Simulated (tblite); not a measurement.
C3H2O (charge +1 and doublet state).
SMILES: `[CH2+][C]=C=O`

Computed values, GFN2-xTB/tblite, gas phase, harmonic and unscaled. The method is semi-empirical: single wavenumbers can be off by several per cent or more. Open shells enter through the occupations alone, without spin polarisation, and single modes of such species can be off by tens of per cent.

Harmonic wavenumbers (cm⁻¹): 210.0, 227.5, 432.4, 574.7, 784.2, 883.7, 931.5, 1198.7, 1878.3, 2319.9, 2862.8, 2904.1.

A = 302906, B = 4218, C = 4160 MHz; mass 54.011 u (most abundant isotopes); point group C2v, symmetry number 2; spin multiplicity 2.

Problem. What is the zero-point energy?

Solution. Half the sum of the wavenumbers: 7604 cm⁻¹ = 21.74 kcal/mol.

Problem. What is S at 400 K and 1 bar for an ideal gas of classical rigid rotors and harmonic oscillators?

Solution. Translation 39.37, rotation 21.13, vibration 8.51, spin (R ln 2) 1.38: S = 70.4 cal/(mol K).

Problem. And Cp and H(400 K) − H(0)?

Solution. Cp = 18.24 cal/(mol K), of which vibrations give 10.29 (their classical limit is 12 R = 23.8); H(400 K) − H(0) = 5.20 kcal/mol without the zero-point energy, 2.02 from vibrations.

Problem. What must be added to the electronic energy to get the Gibbs energy at 400 K and 1 bar?

Solution. ZPE + [H(400 K) − H(0)] − T·S = 21.74 + 5.20 − 28.15 = -1.21 kcal/mol.

Problem. How do the functions run with temperature in this model?

Solution. 
```tsv
T (K)	S (cal/(mol K))	Cp (cal/(mol K))	H − H(0) (kcal/mol)	G − H(0) (kcal/mol)	ln q(vib)
298.15	65.4	15.9	3.45	-16.04	1.11
373.15	69.1	17.7	4.72	-21.08	1.57
500	74.7	20.0	7.11	-30.21	2.38
750	83.4	23.3	12.55	-50.02	3.91
1000	90.5	25.6	18.68	-71.79	5.32
```

q(vib) and H(0) count from the zero-point level.

Problem. Which modes carry the vibrational entropy at 400 K?

Solution. 210.0 cm⁻¹: 2.59; 227.5 cm⁻¹: 2.44; 432.4 cm⁻¹: 1.30; 574.7 cm⁻¹: 0.86; 784.2 cm⁻¹: 0.48; 883.7 cm⁻¹: 0.36 cal/(mol K); the other 6 give 0.48 together.

Hindered rotation and anharmonicity are outside this model.
